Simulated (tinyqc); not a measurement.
Inside a calculation. Method: FCI on RHF in the sto-3g basis, for OH-, spin multiplicity 1. The basis has no diffuse functions, so it cannot describe the extra electron: this is an exercise in the method, not the real anion. One step of it, computed by the program tinyqc.

Problem. FCI: determinants and Hamiltonian. Slater-Condon rules over spin orbitals, with the nuclear repulsion added and E(HF) subtracted on the diagonal. Only determinants linked to the reference directly or through others are kept (one block of an abelian symmetry group), so some states are absent.

one-electron integrals over orbitals h = C^T H C (hartree):
```
,1,2,3,4,5,6
1,-31.977274,0.622050,-0.142689,0.000000,0.000000,0.112178
2,0.622050,-7.177586,0.588721,0.000000,0.000000,-0.549452
3,-0.142689,0.588721,-4.525784,0.000000,0.000000,-1.606311
4,0.000000,0.000000,0.000000,-6.812911,0.000000,0.000000
5,0.000000,0.000000,0.000000,0.000000,-6.812911,0.000000
6,0.112178,-0.549452,-1.606311,0.000000,0.000000,-5.805067
```

Two-electron integrals over orbitals (pq|rs), unique and non-zero (hartree):
```
p,q,r,s,(pq|rs)
1,1,1,1,4.748337
2,1,1,1,-0.460836
2,1,2,1,0.070165
2,2,1,1,1.079348
2,2,2,1,-0.020036
2,2,2,2,0.759369
3,1,1,1,0.109164
3,1,2,1,-0.016836
3,1,2,2,0.004865
3,1,3,1,0.009782
3,2,1,1,-0.150082
3,2,2,1,0.004665
3,2,2,2,-0.070915
3,2,3,1,0.008337
3,2,3,2,0.091710
3,3,1,1,0.594362
3,3,2,1,-0.004322
3,3,2,2,0.506882
3,3,3,1,0.000275
3,3,3,2,0.037262
3,3,3,3,0.609761
4,1,4,1,0.025915
4,2,4,1,0.035110
4,2,4,2,0.164877
4,3,4,1,-0.007586
4,3,4,2,-0.031858
4,3,4,3,0.020723
4,4,1,1,1.115363
4,4,2,1,-0.013494
4,4,2,2,0.784189
4,4,3,1,0.003253
4,4,3,2,-0.083864
4,4,3,3,0.488571
4,4,4,4,0.880159
5,1,5,1,0.025915
5,2,5,1,0.035110
5,2,5,2,0.164877
5,3,5,1,-0.007586
5,3,5,2,-0.031858
5,3,5,3,0.020723
5,4,5,4,0.047444
5,5,1,1,1.115363
5,5,2,1,-0.013494
5,5,2,2,0.784189
5,5,3,1,0.003253
5,5,3,2,-0.083864
5,5,3,3,0.488571
5,5,4,4,0.785270
5,5,5,5,0.880159
6,1,1,1,-0.084879
6,1,2,1,0.012685
6,1,2,2,-0.003831
6,1,3,1,0.008054
6,1,3,2,0.018716
6,1,3,3,-0.001845
6,1,4,4,-0.002482
6,1,5,5,-0.002482
6,1,6,1,0.023760
6,2,1,1,0.106932
6,2,2,1,-0.003756
6,2,2,2,0.054221
6,2,3,1,0.015131
6,2,3,2,0.064317
6,2,3,3,0.005452
6,2,4,4,0.060461
6,2,5,5,0.060461
6,2,6,1,0.026022
6,2,6,2,0.117783
6,3,1,1,0.318672
6,3,2,1,-0.004848
6,3,2,2,0.181334
6,3,3,1,-0.001703
6,3,3,2,-0.088217
6,3,3,3,-0.050182
6,3,4,4,0.190606
6,3,5,5,0.190606
6,3,6,1,-0.007027
6,3,6,2,0.007903
6,3,6,3,0.187193
6,4,4,1,0.005740
6,4,4,2,0.023457
6,4,4,3,0.016785
6,4,6,4,0.038157
6,5,5,1,0.005740
6,5,5,2,0.023457
6,5,5,3,0.016785
6,5,6,5,0.038157
6,6,1,1,0.947846
6,6,2,1,-0.011810
6,6,2,2,0.679755
6,6,3,1,0.007678
6,6,3,2,-0.009480
6,6,3,3,0.574152
6,6,4,4,0.674534
6,6,5,5,0.674534
6,6,6,1,0.007125
6,6,6,2,0.066539
6,6,6,3,0.099998
6,6,6,6,0.702057
```

nuclear repulsion = 3.02603123 hartree

Hartree-Fock energy = -74.02495124 hartree

Give: determinants; H - E(HF) between determinants.

Solution.

Occupation strings over the orbitals (2 doubly, a alpha, b beta, 0 empty; spin orbitals ordered 1a 1b 2a 2b ...): 222220 22a22b 2a222b a2222b 22b22a 2b222a b2222a 222202 222022 220222 2ab222 a2b222 2ba222 202222 ab2222 b2a222 ba2222 022222

H - E(HF) between determinants (hartree):
```
,222220,22a22b,2a222b,a2222b,22b22a,2b222a,b2222a,222202,222022,220222,2ab222,a2b222,2ba222,202222,ab2222,b2a222,ba2222,022222
222220,0.0000,0.0000,0.0000,0.0000,0.0000,0.0000,0.0000,0.0382,0.0382,0.1872,-0.0079,0.0070,0.0079,0.1178,-0.0260,-0.0070,0.0260,0.0238
22a22b,0.0000,0.4068,0.0174,-0.0147,-0.1872,-0.0079,0.0070,-0.0168,-0.0168,0.1502,-0.0882,-0.0017,0.0611,-0.0643,0.0151,0.0090,-0.0187,-0.0081
2a222b,0.0000,0.0174,0.9302,0.0378,-0.0079,-0.1178,-0.0260,-0.0235,-0.0235,0.0882,0.0813,-0.0048,-0.0643,0.0123,-0.0038,-0.0187,0.0110,-0.0127
a2222b,0.0000,-0.0147,0.0378,19.5193,0.0070,-0.0260,-0.0238,-0.0057,-0.0057,0.0017,-0.0048,0.2187,-0.0151,0.0038,0.0404,-0.0081,-0.0127,0.0920
22b22a,0.0000,-0.1872,-0.0079,0.0070,0.4068,0.0174,-0.0147,0.0168,0.0168,-0.1502,0.0611,0.0090,-0.0882,0.0643,-0.0187,-0.0017,0.0151,0.0081
2b222a,0.0000,-0.0079,-0.1178,-0.0260,0.0174,0.9302,0.0378,0.0235,0.0235,-0.0882,-0.0643,-0.0187,0.0813,-0.0123,0.0110,-0.0048,-0.0038,0.0127
b2222a,0.0000,0.0070,-0.0260,-0.0238,-0.0147,0.0378,19.5193,0.0057,0.0057,-0.0017,-0.0151,-0.0081,-0.0048,-0.0038,-0.0127,0.2187,0.0404,-0.0920
222202,0.0382,-0.0168,-0.0235,-0.0057,0.0168,0.0235,0.0057,0.4333,0.0474,0.0207,0.0319,0.0076,-0.0319,0.1649,-0.0351,-0.0076,0.0351,0.0259
222022,0.0382,-0.0168,-0.0235,-0.0057,0.0168,0.0235,0.0057,0.0474,0.4333,0.0207,0.0319,0.0076,-0.0319,0.1649,-0.0351,-0.0076,0.0351,0.0259
220222,0.1872,0.1502,0.0882,0.0017,-0.1502,-0.0882,-0.0017,0.0207,0.0207,0.9770,-0.0641,0.0221,0.0641,0.0917,-0.0083,-0.0221,0.0083,0.0098
2ab222,-0.0079,-0.0882,0.0813,-0.0048,0.0611,-0.0643,-0.0151,0.0319,0.0319,-0.0641,1.2920,0.0453,-0.0917,0.0441,0.0047,-0.0083,0.0175,0.0168
a2b222,0.0070,-0.0017,-0.0048,0.2187,0.0090,-0.0187,-0.0081,0.0076,0.0076,0.0221,0.0453,19.7005,-0.0083,-0.0047,-0.1232,-0.0098,0.0168,-0.0868
2ba222,0.0079,0.0611,-0.0643,-0.0151,-0.0882,0.0813,-0.0048,-0.0319,-0.0319,0.0641,-0.0917,-0.0083,1.2920,-0.0441,0.0175,0.0453,0.0047,-0.0168
202222,0.1178,-0.0643,0.0123,0.0038,0.0643,-0.0123,-0.0038,0.1649,0.1649,0.0917,0.0441,-0.0047,-0.0441,1.9623,-0.0296,0.0047,0.0296,0.0702
ab2222,-0.0260,0.0151,-0.0038,0.0404,-0.0187,0.0110,-0.0127,-0.0351,-0.0351,-0.0083,0.0047,-0.1232,0.0175,-0.0296,20.6033,0.0168,-0.0702,0.4112
b2a222,-0.0070,0.0090,-0.0187,-0.0081,-0.0017,-0.0048,0.2187,-0.0076,-0.0076,-0.0221,-0.0083,-0.0098,0.0453,0.0047,0.0168,19.7005,-0.1232,0.0868
ba2222,0.0260,-0.0187,0.0110,-0.0127,0.0151,-0.0038,0.0404,0.0351,0.0351,0.0083,0.0175,0.0168,0.0047,0.0296,-0.0702,-0.1232,20.6033,-0.4112
022222,0.0238,-0.0081,-0.0127,0.0920,0.0081,0.0127,-0.0920,0.0259,0.0259,0.0098,0.0168,-0.0868,-0.0168,0.0702,0.4112,0.0868,-0.4112,42.5933
```
